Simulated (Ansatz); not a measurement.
**Two structures, one formula**

The two ends of one reaction step of CH10Si2, singlet (PBE0-D4/def2-TZVP).

A:

```xyz
13
angstrom
Si -0.5719 0.5026 1.4009
C 0.4862 -0.9789 1.8273
H -1.8480 0.0786 0.7642
H -0.8970 1.2878 2.6227
H 0.1405 1.4029 0.4522
H 0.1293 -0.8398 -1.6291
Si 0.1141 0.3164 -2.5619
H 0.7252 -1.5541 0.9303
H 1.4243 -0.6649 2.2904
H -0.0337 -1.6379 2.5261
H 0.1700 -0.1867 -3.9586
H 1.2937 1.1781 -2.2999
H -1.1326 1.0961 -2.3644
```

B:

Si1  (-1.293, 1.608, 0.314)
C2  (1.267, -1.832, 1.015)
H3  (-2.775, 1.547, 0.190)
H4  (-0.889, 0.872, 1.541)
H5  (-0.889, 3.033, 0.459)
H6  (1.679, -1.929, 0.011)
Si7  (-0.286, 0.676, -1.580)
H8  (1.731, -2.568, 1.671)
H9  (1.467, -0.831, 1.396)
H10  (0.191, -2.001, 0.985)
H11  (-0.697, -0.744, -1.742)
H12  (1.195, 0.736, -1.465)
H13  (-0.700, 1.431, -2.794)
(Å)

Computed with Ansatz 0.2.0 (basis: def2-TZVPP); correlated methods freeze the cores. B3LYP uses VWN-RPA correlation.

(1) Which structure is lower at CCSD(T), and by how much? (To be estimated.)

The T1 diagnostic stays at or below 0.012.

Answers

(1) Computed: B, by 1.76 kcal/mol (electronic energy, against the other). By their contacts, A is a complex of CH₆Si ([CH3][SiH3]) + SiH₄ and B is a complex of Si₂H₆ ([SiH3][SiH3]) + CH₄.

All methods give the same order:

| method | E(B) − E(A) (kcal/mol) |
| --- | --- |
| SPW92 | -3.50 |
| PBE-D4 | -4.71 |
| BLYP-D4 | -2.72 |
| r2SCAN-D4 | -3.18 |
| B97M-V | -3.44 |
| PBE0-D4 | -3.93 |
| B3LYP-D4 | -2.31 |
| r2SCAN0-D4 | -2.70 |
| BHLYP-D4 | -1.47 |
| CAM-B3LYP-D4 | -1.36 |
| wB97X-V | -2.02 |
| wB97M-V | -0.65 |
| B2PLYP | -1.66 |
| PBE-QIDH | -2.30 |
| RPA on PBE | -1.30 |
| HF | -0.29 |
| MP2 | -0.53 |
| CCSD | -1.54 |
| CCSD(T) | -1.76 |

Labels in which every atom is bracketed show which atoms are joined, not bond orders.

For scale, one of the runs: CCSD(T)/def2-TZVPP, 255 basis functions, launched by `ansatz run in.yaml --threads 4 --pin off --events-out ev --progress --plain --max-ram 9574MiB`. Time: 62 s of wall clock on 4 CPU threads of an Arm Neoverse V2; the host was shared. Peak host memory: 5.2 GiB.
